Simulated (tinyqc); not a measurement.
RHF in the sto-6g basis, for HF, spin multiplicity 1, step by step. Computed by tinyqc, a small Python program that keeps every step (integrals from PySCF). Settings: charge = 0, multiplicity = 1, basis = sto-6g, energy threshold = 1e-09, iteration cap = 74, orthogonalisation = symmetric, start = atomic densities, DIIS depth = 6, method = RHF. Command: `OMP_NUM_THREADS=1 python tinyqc.py 25623 25624 out.jsonl` (the two numbers bound the seeds that draw the settings). One thread of a shared host (Intel(R) Xeon(R) Processor @ 2.60GHz), about 0.1 s of CPU time with the checks. Later iterations appear only in the table of the cycle.

## One-electron integrals

Geometry (angstrom):
```
atom       x       y       z
F     0.0000  0.0000  0.0000
H     0.0000  0.0000  0.9990
```

Basis sto-6g: exponents (1/bohr^2) and contraction coefficients of normalised primitives:
```
element  l (shell)   exponent  coefficient
F            s (1)  1728.6266       0.0092
F            s (1)   316.9418       0.0494
F            s (1)    88.6689       0.1685
F            s (1)    30.4602       0.3706
F            s (1)    11.8286       0.4165
F            s (1)     4.8717       0.1303
F            s (2)    67.0323      -0.0133
F            s (2)    13.2674      -0.0470
F            s (2)     4.1235      -0.0338
F            s (2)     1.5865       0.2502
F            s (2)     0.6890       0.5951
F            s (2)     0.3158       0.2407
F            p (3)    67.0323       0.0038
F            p (3)    13.2674       0.0377
F            p (3)     4.1235       0.1739
F            p (3)     1.5865       0.4180
F            p (3)     0.6890       0.4259
F            p (3)     0.3158       0.1017
H            s (1)    35.5232       0.0092
H            s (1)     6.5131       0.0494
H            s (1)     1.8221       0.1685
H            s (1)     0.6260       0.3706
H            s (1)     0.2431       0.4165
H            s (1)     0.1001       0.1303
```

Overlap, kinetic and nuclear-attraction integrals over the contracted functions; the nuclear repulsion is the sum of Za Zb / Rab.

nuclear repulsion = 4.767362 hartree

overlap S, lower triangle:
```
         1F 1s   1F 2s  1F 2px  1F 2py  1F 2pz   2H 1s
1F 1s   1.0000
1F 2s   0.2325  1.0000
1F 2px  0.0000  0.0000  1.0000
1F 2py  0.0000  0.0000  0.0000  1.0000
1F 2pz  0.0000  0.0000  0.0000  0.0000  1.0000
2H 1s   0.0419  0.3988  0.0000  0.0000  0.3189  1.0000
```

kinetic energy T (hartree), lower triangle:
```
          1F 1s   1F 2s  1F 2px  1F 2py  1F 2pz   2H 1s
1F 1s   37.3977
1F 2s   -1.1433  1.0823
1F 2px   0.0000  0.0000  3.2513
1F 2py   0.0000  0.0000  0.0000  3.2513
1F 2pz   0.0000  0.0000  0.0000  0.0000  3.2513
2H 1s   -0.0034  0.0879  0.0000  0.0000  0.2092  0.7685
```

nuclear attraction V (hartree), lower triangle:
```
           1F 1s     1F 2s    1F 2px    1F 2py    1F 2pz    2H 1s
1F 1s   -78.3522
1F 2s    -7.9889  -12.0028
1F 2px    0.0000    0.0000  -11.9705
1F 2py    0.0000    0.0000    0.0000  -11.9705
1F 2pz   -0.0134   -0.1546    0.0000    0.0000  -12.0657
2H 1s    -1.6542   -3.6202    0.0000    0.0000   -2.5651  -5.8594
```

core Hamiltonian H = T + V (hartree), lower triangle:
```
           1F 1s     1F 2s   1F 2px   1F 2py   1F 2pz    2H 1s
1F 1s   -40.9544
1F 2s    -9.1322  -10.9205
1F 2px    0.0000    0.0000  -8.7192
1F 2py    0.0000    0.0000   0.0000  -8.7192
1F 2pz   -0.0134   -0.1546   0.0000   0.0000  -8.8143
2H 1s    -1.6576   -3.5323   0.0000   0.0000  -2.3559  -5.0909
```

## Two-electron integrals

Functions are numbered as in S; the eight-fold symmetry (ij|kl) = (ji|kl) = (kl|ij) leaves the list below.

Two-electron integrals (ij|kl) in chemists' order, unique and non-zero (hartree):
```
(11|11) 5.4062   (21|11) 0.7681   (21|21) 0.1389   (22|11) 1.2663
(22|21) 0.2840   (22|22) 0.9264   (31|31) 0.0295   (32|31) 0.0447
(32|32) 0.2048   (33|11) 1.2663   (33|21) 0.2840   (33|22) 0.9264
(33|33) 0.9981   (41|41) 0.0295   (42|41) 0.0447   (42|42) 0.2048
(43|43) 0.0538   (44|11) 1.2663   (44|21) 0.2840   (44|22) 0.9264
(44|33) 0.8905   (44|44) 0.9981   (51|51) 0.0295   (52|51) 0.0447
(52|52) 0.2048   (53|53) 0.0538   (54|54) 0.0538   (55|11) 1.2663
(55|21) 0.2840   (55|22) 0.9264   (55|33) 0.8905   (55|44) 0.8905
(55|55) 0.9981   (61|11) 0.1477   (61|21) 0.0256   (61|22) 0.0512
(61|33) 0.0511   (61|44) 0.0511   (61|51) 0.0011   (61|52) 0.0022
(61|55) 0.0514   (61|61) 0.0048   (62|11) 0.3650   (62|21) 0.0830
(62|22) 0.3011   (62|33) 0.2969   (62|44) 0.2969   (62|51) 0.0060
(62|52) 0.0448   (62|55) 0.3096   (62|61) 0.0153   (62|62) 0.1198
(63|31) 0.0093   (63|32) 0.0531   (63|53) 0.0094   (63|63) 0.0178
(64|41) 0.0093   (64|42) 0.0531   (64|54) 0.0094   (64|64) 0.0178
(65|11) 0.2441   (65|21) 0.0563   (65|22) 0.2184   (65|33) 0.2090
(65|44) 0.2090   (65|51) 0.0129   (65|52) 0.0840   (65|55) 0.2371
(65|61) 0.0108   (65|62) 0.1067   (65|65) 0.1122   (66|11) 0.5128
(66|21) 0.1189   (66|22) 0.4949   (66|33) 0.4779   (66|44) 0.4779
(66|51) 0.0111   (66|52) 0.1151   (66|55) 0.5287   (66|61) 0.0221
(66|62) 0.2511   (66|65) 0.2593   (66|66) 0.7750
```

## Orthogonalisation

S = U s U^T; symmetric (Loewdin) form X = U s^(-1/2) U^T, so that X^T S X = 1.

eigenvalues of S: 0.4685  0.8494  1.0000  1.0000  1.1227  1.5594

X, lower triangle:
```
          1F 1s    1F 2s  1F 2px  1F 2py   1F 2pz   2H 1s
1F 1s    1.0219
1F 2s   -0.1277   1.0985
1F 2px   0.0000   0.0000  1.0000
1F 2py   0.0000   0.0000  0.0000  1.0000
1F 2pz  -0.0057   0.0606  0.0000  0.0000   1.0475
2H 1s    0.0189  -0.2451  0.0000  0.0000  -0.1926  1.1226
```

## Starting guess

The start is atomic minimal-basis densities projected into this basis (PySCF's MINAO start) and scaled to the electron count of each spin; this density is not idempotent, so its energy is not variational and may lie below the converged one.

D at the start, lower triangle:
```
          1F 1s    1F 2s  1F 2px  1F 2py  1F 2pz   2H 1s
1F 1s    2.1512
1F 2s   -0.4950   2.1353
1F 2px   0.0000   0.0000  1.6365
1F 2py   0.0000   0.0000  0.0000  1.6365
1F 2pz   0.0133  -0.0830  0.0000  0.0000  1.5170
2H 1s   -0.0120   0.0383  0.0000  0.0000  0.1686  1.0167
```

## Iteration 1: building the Fock matrix

J_ij = sum D_kl (ij|kl), K_ij = sum D_kl (ik|jl); F = H + J - 0.5 K; E = tr D H + tr D J / 2 - 0.25 tr D K + E_nn.

Coulomb J (hartree), lower triangle:
```
          1F 1s   1F 2s  1F 2px  1F 2py  1F 2pz   2H 1s
1F 1s   20.2667
1F 2s    3.6271  9.4567
1F 2px   0.0000  0.0000  9.4403
1F 2py   0.0000  0.0000  0.0000  9.4403
1F 2pz   0.0095  0.1159  0.0000  0.0000  9.4895
2H 1s    0.6738  3.0799  0.0000  0.0000  2.2752  5.2837
```

exchange K (hartree), lower triangle:
```
          1F 1s   1F 2s  1F 2px  1F 2py  1F 2pz   2H 1s
1F 1s   11.3107
1F 2s    1.7946  3.1345
1F 2px   0.0000  0.0000  2.2844
1F 2py   0.0000  0.0000  0.0000  2.2844
1F 2pz   0.0111  0.0947  0.0000  0.0000  2.3466
2H 1s    0.3752  1.2263  0.0000  0.0000  0.8326  1.3562
```

Fock matrix F (hartree), lower triangle:
```
           1F 1s    1F 2s   1F 2px   1F 2py   1F 2pz    2H 1s
1F 1s   -26.3431
1F 2s    -6.4024  -3.0310
1F 2px    0.0000   0.0000  -0.4211
1F 2py    0.0000   0.0000   0.0000  -0.4211
1F 2pz   -0.0095  -0.0860   0.0000   0.0000  -0.4982
2H 1s    -1.1714  -1.0655   0.0000   0.0000  -0.4971  -0.4853
```

total energy of this density = -100.282432 hartree

This density is the starting one; it is not idempotent, so its energy is not variational and may lie below the converged one.

## Iteration 1: diagonalisation and new density

Diagonalise F' = X^T F X, C = X C', fill 5 alpha and 5 beta electrons from the bottom; D = 2 C_occ C_occ^T. Each column has its largest component positive (the first on a tie).

F' = X^T F X (hartree), lower triangle:
```
          1        2        3        4        5        6
1  -25.9302
2   -3.1866  -1.8182
3    0.0000   0.0000  -0.4211
4    0.0000   0.0000   0.0000  -0.4211
5   -0.0246   0.0604   0.0000   0.0000  -0.3601
6   -0.1771  -0.5571   0.0000   0.0000  -0.4541  -0.0187
```

orbital energies (hartree): MO1 -26.3465, MO2 -1.5897, MO3 -0.6136, MO4 -0.4211, MO5 -0.4211, MO6 0.4228

coefficients C:
```
            MO1      MO2      MO3     MO4      MO5      MO6
1F 1s    0.9970  -0.2398   0.0587  0.0000   0.0000   0.0775
1F 2s    0.0129   0.9592  -0.3148  0.0000   0.0000  -0.5172
1F 2px   0.0000   0.0000   0.0000  0.5981   0.8014   0.0000
1F 2py   0.0000   0.0000   0.0000  0.8014  -0.5981   0.0000
1F 2pz   0.0012   0.0722   0.8028  0.0000   0.0000  -0.6989
2H 1s   -0.0025   0.1343   0.3955  0.0000   0.0000   1.0878
```

D after iteration 1, lower triangle:
```
          1F 1s    1F 2s  1F 2px  1F 2py  1F 2pz   2H 1s
1F 1s    2.1101
1F 2s   -0.4713   2.0385
1F 2px   0.0000   0.0000  2.0000
1F 2py   0.0000   0.0000  0.0000  2.0000
1F 2pz   0.0619  -0.3668  0.0000  0.0000  1.2993
2H 1s   -0.0229   0.0085  0.0000  0.0000  0.6545  0.3490
```

Within a degenerate level the vectors are fixed only up to a rotation; this is one choice.

## Iteration 2: building the Fock matrix

As before.

Coulomb J (hartree), lower triangle:
```
          1F 1s   1F 2s  1F 2px  1F 2py  1F 2pz   2H 1s
1F 1s   20.4731
1F 2s    3.6892  9.6631
1F 2px   0.0000  0.0000  9.6700
1F 2py   0.0000  0.0000  0.0000  9.6700
1F 2pz  -0.0083  0.0061  0.0000  0.0000  9.6492
2H 1s    0.6837  3.0919  0.0000  0.0000  2.2298  5.1076
```

exchange K (hartree), lower triangle:
```
          1F 1s    1F 2s  1F 2px  1F 2py  1F 2pz   2H 1s
1F 1s   11.1196
1F 2s    1.7772   3.1007
1F 2px   0.0000   0.0000  2.6301
1F 2py   0.0000   0.0000  0.0000  2.6301
1F 2pz   0.0004  -0.0990  0.0000  0.0000  2.2997
2H 1s    0.3548   1.0680  0.0000  0.0000  0.8064  0.9932
```

Fock matrix F (hartree), lower triangle:
```
           1F 1s    1F 2s   1F 2px   1F 2py   1F 2pz    2H 1s
1F 1s   -26.0411
1F 2s    -6.3316  -2.8077
1F 2px    0.0000   0.0000  -0.3643
1F 2py    0.0000   0.0000   0.0000  -0.3643
1F 2pz   -0.0219  -0.0990   0.0000   0.0000  -0.3150
2H 1s    -1.1513  -0.9744   0.0000   0.0000  -0.5293  -0.4799
```

total energy of this density = -99.461388 hartree

## Iteration 2: DIIS over 2 matrices

error matrix X^T (FDS - SDF) X:
```
         1        2       3       4        5        6
1   0.0000   0.0089  0.0000  0.0000   0.0101  -0.0298
2  -0.0089   0.0000  0.0000  0.0000   0.0732   0.0098
3   0.0000   0.0000  0.0000  0.0000   0.0000   0.0000
4   0.0000   0.0000  0.0000  0.0000   0.0000   0.0000
5  -0.0101  -0.0732  0.0000  0.0000   0.0000   0.2556
6   0.0298  -0.0098  0.0000  0.0000  -0.2556   0.0000
```

B (overlaps of the stored error matrices):
```
               1              2
1  3.4693092e+00  5.6545232e-02
2  5.6545232e-02  1.4373267e-01
```

Minimise |sum c_i e_i|^2 with sum c_i = 1: solve [B -1; -1 0][c; lambda] = [0; -1] with B_ij = tr e_i^T e_j, and take F = sum c_i F_i.

DIIS coefficients: 0.0249  0.9751

extrapolated F (hartree), lower triangle:
```
           1F 1s    1F 2s   1F 2px   1F 2py   1F 2pz    2H 1s
1F 1s   -26.0487
1F 2s    -6.3334  -2.8133
1F 2px    0.0000   0.0000  -0.3657
1F 2py    0.0000   0.0000   0.0000  -0.3657
1F 2pz   -0.0216  -0.0986   0.0000   0.0000  -0.3195
2H 1s    -1.1518  -0.9767   0.0000   0.0000  -0.5285  -0.4800
```

## Iteration 2: diagonalisation and new density

As before.

F' = X^T F X (hartree), lower triangle:
```
          1        2        3        4        5        6
1  -25.6367
2   -3.1780  -1.6162
3    0.0000   0.0000  -0.3657
4    0.0000   0.0000   0.0000  -0.3657
5   -0.0382   0.0616   0.0000   0.0000  -0.1540
6   -0.1702  -0.5054   0.0000   0.0000  -0.5193  -0.0285
```

orbital energies (hartree): MO1 -26.0522, MO2 -1.3851, MO3 -0.5279, MO4 -0.3657, MO5 -0.3657, MO6 0.5299

coefficients C:
```
            MO1      MO2      MO3     MO4      MO5      MO6
1F 1s    0.9970  -0.2362   0.0774  0.0000   0.0000   0.0723
1F 2s    0.0131   0.9391  -0.4147  0.0000   0.0000  -0.4825
1F 2px   0.0000   0.0000   0.0000  0.1120   0.9937   0.0000
1F 2py   0.0000   0.0000   0.0000  0.9937  -0.1120   0.0000
1F 2pz   0.0018   0.0955   0.7084  0.0000   0.0000  -0.7919
2H 1s   -0.0031   0.1639   0.5187  0.0000   0.0000   1.0304
```

D after iteration 2, lower triangle:
```
          1F 1s    1F 2s  1F 2px  1F 2py  1F 2pz   2H 1s
1F 1s    2.1116
1F 2s   -0.4817   2.1080
1F 2px   0.0000   0.0000  2.0000
1F 2py   0.0000   0.0000  0.0000  2.0000
1F 2pz   0.0681  -0.4081  0.0000  0.0000  1.0218
2H 1s   -0.0033  -0.1224  0.0000  0.0000  0.7661  0.5918
```

Within a degenerate level the vectors are fixed only up to a rotation; this is one choice.

## Iteration 3: building the Fock matrix

As before.

Coulomb J (hartree), lower triangle:
```
          1F 1s   1F 2s  1F 2px  1F 2py  1F 2pz   2H 1s
1F 1s   20.2914
1F 2s    3.6491  9.5585
1F 2px   0.0000  0.0000  9.5703
1F 2py   0.0000  0.0000  0.0000  9.5703
1F 2pz  -0.0075  0.0249  0.0000  0.0000  9.5350
2H 1s    0.6765  3.0761  0.0000  0.0000  2.2321  5.1655
```

exchange K (hartree), lower triangle:
```
          1F 1s    1F 2s  1F 2px  1F 2py  1F 2pz   2H 1s
1F 1s   11.1140
1F 2s    1.7658   3.0660
1F 2px   0.0000   0.0000  2.6214
1F 2py   0.0000   0.0000  0.0000  2.6214
1F 2pz   0.0018  -0.1070  0.0000  0.0000  2.0948
2H 1s    0.3525   1.0617  0.0000  0.0000  0.8337  1.1426
```

Fock matrix F (hartree), lower triangle:
```
           1F 1s    1F 2s   1F 2px   1F 2py   1F 2pz    2H 1s
1F 1s   -26.2200
1F 2s    -6.3660  -2.8949
1F 2px    0.0000   0.0000  -0.4596
1F 2py    0.0000   0.0000   0.0000  -0.4596
1F 2pz   -0.0219  -0.0762   0.0000   0.0000  -0.3267
2H 1s    -1.1574  -0.9870   0.0000   0.0000  -0.5406  -0.4967
```

total energy of this density = -99.498665 hartree

## Iteration 3: DIIS over 3 matrices

error matrix X^T (FDS - SDF) X:
```
         1        2       3       4        5        6
1   0.0000  -0.0011  0.0000  0.0000  -0.0048   0.0049
2   0.0011   0.0000  0.0000  0.0000   0.0195  -0.0135
3   0.0000   0.0000  0.0000  0.0000   0.0000   0.0000
4   0.0000   0.0000  0.0000  0.0000   0.0000   0.0000
5   0.0048  -0.0195  0.0000  0.0000   0.0000   0.0291
6  -0.0049   0.0135  0.0000  0.0000  -0.0291   0.0000
```

B (overlaps of the stored error matrices), lower triangle:
```
               1              2              3
1  3.4693092e+00
2  5.6545232e-02  1.4373267e-01
3  7.7157374e-03  1.7060714e-02  2.9127853e-03
```

As before.

DIIS coefficients: -0.0001  -0.1257  1.1258

extrapolated F (hartree), lower triangle:
```
           1F 1s    1F 2s   1F 2px   1F 2py   1F 2pz    2H 1s
1F 1s   -26.2425
1F 2s    -6.3703  -2.9059
1F 2px    0.0000   0.0000  -0.4716
1F 2py    0.0000   0.0000   0.0000  -0.4716
1F 2pz   -0.0219  -0.0734   0.0000   0.0000  -0.3282
2H 1s    -1.1582  -0.9886   0.0000   0.0000  -0.5421  -0.4989
```

## Iteration 3: diagonalisation and new density

As before.

F' = X^T F X (hartree), lower triangle:
```
          1        2        3        4        5        6
1  -25.8311
2   -3.1811  -1.7121
3    0.0000   0.0000  -0.4716
4    0.0000   0.0000   0.0000  -0.4716
5   -0.0416   0.0897   0.0000   0.0000  -0.1555
6   -0.1725  -0.4984   0.0000   0.0000  -0.5367  -0.0433
```

orbital energies (hartree): MO1 -26.2458, MO2 -1.4627, MO3 -0.5707, MO4 -0.4716, MO5 -0.4716, MO6 0.5372

coefficients C:
```
            MO1      MO2      MO3     MO4      MO5      MO6
1F 1s    0.9971  -0.2394   0.0677  0.0000   0.0000   0.0701
1F 2s    0.0127   0.9589  -0.3798  0.0000   0.0000  -0.4720
1F 2px   0.0000   0.0000   0.0000  0.2162   0.9763   0.0000
1F 2py   0.0000   0.0000   0.0000  0.9763  -0.2162   0.0000
1F 2pz   0.0018   0.0665   0.6981  0.0000   0.0000  -0.8040
2H 1s   -0.0030   0.1359   0.5435  0.0000   0.0000   1.0217
```

D after iteration 3, lower triangle:
```
          1F 1s    1F 2s  1F 2px  1F 2py  1F 2pz   2H 1s
1F 1s    2.1123
1F 2s   -0.4853   2.1280
1F 2px   0.0000   0.0000  2.0000
1F 2py   0.0000   0.0000  0.0000  2.0000
1F 2pz   0.0662  -0.4028  0.0000  0.0000  0.9834
2H 1s    0.0026  -0.1523  0.0000  0.0000  0.7769  0.6278
```

Within a degenerate level the vectors are fixed only up to a rotation; this is one choice.

## Iteration 7 (converged): orbitals

converged F (hartree), lower triangle:
```
           1F 1s    1F 2s   1F 2px   1F 2py   1F 2pz    2H 1s
1F 1s   -26.2415
1F 2s    -6.3699  -2.9068
1F 2px    0.0000   0.0000  -0.4717
1F 2py    0.0000   0.0000   0.0000  -0.4717
1F 2pz   -0.0210  -0.0741   0.0000   0.0000  -0.3260
2H 1s    -1.1581  -0.9867   0.0000   0.0000  -0.5409  -0.4962
```

As before.

F' = X^T F X (hartree), lower triangle:
```
          1        2        3        4        5        6
1  -25.8302
2   -3.1806  -1.7142
3    0.0000   0.0000  -0.4717
4    0.0000   0.0000   0.0000  -0.4717
5   -0.0406   0.0883   0.0000   0.0000  -0.1536
6   -0.1730  -0.4962   0.0000   0.0000  -0.5360  -0.0414
```

orbital energies (hartree): MO1 -26.2448, MO2 -1.4632, MO3 -0.5685, MO4 -0.4717, MO5 -0.4717, MO6 0.5370

coefficients C:
```
            MO1      MO2      MO3     MO4      MO5      MO6
1F 1s    0.9971  -0.2396   0.0675  0.0000   0.0000   0.0697
1F 2s    0.0127   0.9601  -0.3790  0.0000   0.0000  -0.4703
1F 2px   0.0000   0.0000   0.0000  0.8881  -0.4596   0.0000
1F 2py   0.0000   0.0000   0.0000  0.4596   0.8881   0.0000
1F 2pz   0.0017   0.0668   0.6976  0.0000   0.0000  -0.8043
2H 1s   -0.0030   0.1337   0.5444  0.0000   0.0000   1.0215
```

D after iteration 7, lower triangle:
```
          1F 1s    1F 2s  1F 2px  1F 2py  1F 2pz   2H 1s
1F 1s    2.1124
1F 2s   -0.4860   2.1312
1F 2px   0.0000   0.0000  2.0000
1F 2py   0.0000   0.0000  0.0000  2.0000
1F 2pz   0.0656  -0.4004  0.0000  0.0000  0.9822
2H 1s    0.0035  -0.1560  0.0000  0.0000  0.7773  0.6284
```

Within a degenerate level the vectors are fixed only up to a rotation; this is one choice.

## Convergence

Stop when the energy changes by less than 1e-09 hartree and every element of the error matrix X^T (F D S - S D F) X is below 9e-06.

Course of the cycle:
```
iteration  E (hartree)     change  largest element of the error matrix
1          -100.282432          -                             1.15e+00
2           -99.461388   8.21e-01                             2.56e-01
3           -99.498665  -3.73e-02                             2.91e-02
4           -99.499377  -7.12e-04                             3.67e-03
5           -99.499385  -7.94e-06                             6.30e-05
6           -99.499385  -2.04e-09                             2.14e-06
7           -99.499385  -2.40e-12                             1.46e-08
```

PySCF RHF in the same basis = -99.499385 hartree

Converged in 7 iterations.

## Populations, bond orders and dipole

Mulliken: Z minus the diagonal of D S on the atom; Loewdin: the same with S^(1/2) D S^(1/2); Mayer order: 2 sum_s sum (D(s) S)_ij (D(s) S)_ji over the two atoms.

Charges (e):
```
atom  Mulliken  Loewdin
1F     -0.1857  -0.1407
2H      0.1857   0.1407
```

Mayer bond orders:
```
pair   order
2-1   0.9655
```

dipole moment about the origin, x y z (debye): 0.0000  0.0000  1.2579
